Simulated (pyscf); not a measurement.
`[P]#[P]` + `[SiH4]` → `[PH]=[PH]` + `[SiH2]` [singlet], a concerted two-bond exchange (singlet surface; H–Si, H–Si broken, H–P, H–P formed). Optimised with ωB97X-D3(BJ)/def2-SVP in PySCF. Correlated levels are frozen-core, on RHF or UHF. ΔMP2 is the change of the MP2 total energy from the triple- to the quadruple-zeta basis. Energies in eV from the separated reactants.

Small-basis levels: PySCF, no dispersion term, spherical d functions. AM1 to PM7: differences of heats of formation from MOPAC, which are fitted to 298 K values and so differ in kind from electronic energies by zero-point and thermal terms. GFN2-xTB: tblite. Cost: rough CPU time at the saddle relative to B3LYP/6-31G*, from one job on a shared machine.

```
level                             barrier  reaction energy        cost
--------------------------------  -------  ---------------  ----------
HF/STO-3G                            3.47            +2.32        0.05
HF/6-31G*                            3.43            +2.21        0.09
SVWN5/6-31G*                         1.37            +2.21           1
B3LYP/STO-3G                         2.54            +2.75         0.6
B3LYP/6-31G*                         2.32            +2.21           1
M06-2X/6-31G*                        2.30            +2.23           2
GFN2-xTB                             2.02            +1.88  under 0.02
AM1                                  2.64            +2.47  under 0.02
PM7                                  7.38            +3.70  under 0.02
CCSD(T)/def2-TZVPP + ΔMP2(QZVPP)     2.29            +2.26           –
```

Against the last row the barrier runs from -0.92 (SVWN5/6-31G*) to +5.09 eV (PM7). At SVWN5/6-31G*, B3LYP/STO-3G this geometry lies under one side, so the entry may be no barrier of that level: it is a single point on another level's saddle. CCSD(T)/def2-TZVPP + ΔMP2(QZVPP) has limits of its own. On the product side the descent ends in an adduct with a H–Si contact, 0.37 eV under the separated species and 0.38 eV under the saddle at ωB97X-D3(BJ)/def2-TZVP. What is counted as broken (H–Si) persists as a longer contact in the product adduct; parting that adduct is a step of its own. At ωB97X-D3(BJ)/def2-TZVP the barrier from the zero used here is 2.16 eV. The same reactants have a lower exit, to H₃Si–P=PH (barrier +1.76 eV at ωB97M-D3(BJ)/def2-TZVP, against +2.24 eV here). One saddle was located; it need not be the lowest between these sides. The CCSD(T) − MP2 part came from Ansatz, without density fitting, on the same reference.
